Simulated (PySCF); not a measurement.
## Property card for valeronitrile, `CCCCC#N`

Compound: valeronitrile, C₅H₉N.
Geometry (GFN2-xTB, Å), atoms numbered from 1 in this order:
```
atom  x, y, z in Å
C1    -2.0577   -0.4330   -0.2522
C2    -0.6066   -0.5686    0.1915
C3     0.1558    0.7435    0.0219
C4     1.6299    0.6076    0.4259
C5     2.3277   -0.2997   -0.4492
N6     2.8711   -1.0148   -1.1565
H7    -2.5845   -1.3753   -0.1251
H8    -2.1108   -0.1502   -1.3012
H9    -2.5677    0.3282    0.3350
H10   -0.5749   -0.8740    1.2405
H11   -0.1157   -1.3476   -0.3964
H12   -0.3057    1.5180    0.6391
H13    0.0969    1.0642   -1.0208
H14    1.7089    0.2298    1.4496
H15    2.1289    1.5799    0.3760
```

Among its groups: nitrile.

**GFN2-xTB geometry**

```
Point group of the GFN2-xTB geometry                  : C1
Rotational constants A, B, C of the GFN2-xTB geometry : 7.680, 1.828, 1.592 GHz
```

From PBE0/def2-SVPD ground state and vertical TDDFT (core frozen in the response) (PySCF):

```
Dipole moment                                                     : 4.04 D
HOMO energy                                                       : -9.20 eV
LUMO energy                                                       : 0.35 eV
HOMO–LUMO gap                                                     : 9.55 eV
Lowest singlet excitation                                         : 7.85 eV (158 nm, f = 0.000)
Strongest line among the 6 lowest singlet transitions             : S5 at 8.81 eV (141 nm, f = 0.022)
Lowest triplet excitation (Tamm–Dancoff)                          : 6.47 eV
Static isotropic polarisability                                   : 63.7 au
Electronic spatial extent ⟨r²⟩ about the centre of nuclear charge : 773 bohr²
```

**PBE0/pcSseg-1 ground state and GIAO shieldings, non-relativistic (PySCF)**

```
Lowest Hirshfeld atomic charge                              : -0.24 e on N6
Highest Hirshfeld atomic charge                             : +0.09 e on C5
13C chemical shifts (computed TMS as zero) by class         : 124.4 (C5), 33.0 (C3), 26.7 (C2), 18.7 (C4), 16.6 (C1) ppm
1H chemical shifts (computed TMS as zero) by class          : 2.28 (H14/H15), 1.57 (H10/H11), 1.46 (H12/H13), 1.11 (H7/H8/H9) ppm
Isotropic shieldings of nuclei other than C and H, by class : -32 (N6) ppm
Mayer bond orders between heavy atoms                       : C1–C2 1.07, C2–C3 1.02, C3–C4 1.04, C4–C5 1.01, C5–N6 3.05
```

Monoisotopic mass from the formula: 83.0735 u.

The vertical singlet–triplet gap S1 − T1 is 1.38 eV (TDDFT singlet less Tamm–Dancoff triplet). With B = h/(8π²I), that is 505.379 GHz u Å² over I, the principal moments of inertia are 65.8, 276.4 and 317.4 u Å² (most abundant isotopes). The polarisability is 9.43 Å³ as a volume (1 au = 0.148185 Å³), or 1.38 au for each of the 46 electrons. S1 lies 1.70 eV below the HOMO–LUMO gap; its leading configuration is HOMO→LUMO, weight 0.28, beside HOMO→LUMO+3, weight 0.17. The 6 singlets span 7.85 to 8.84 eV, and their oscillator strengths add up to 0.04. In atomic units the dipole is 1.59 e·bohr (1 au = 2.5417 D). The principal polarisabilities are 54.3, 62.4 and 74.3 au; their mean is the isotropic value.

The structure is a single GFN2-xTB conformer in the gas phase; no vibrational or solvent corrections. NMR classes are plain means over equivalent atoms (diastereotopic ones count apart unless rotation or inversion swaps them), as if these changed places fast; in this geometry the members of some classes differ.
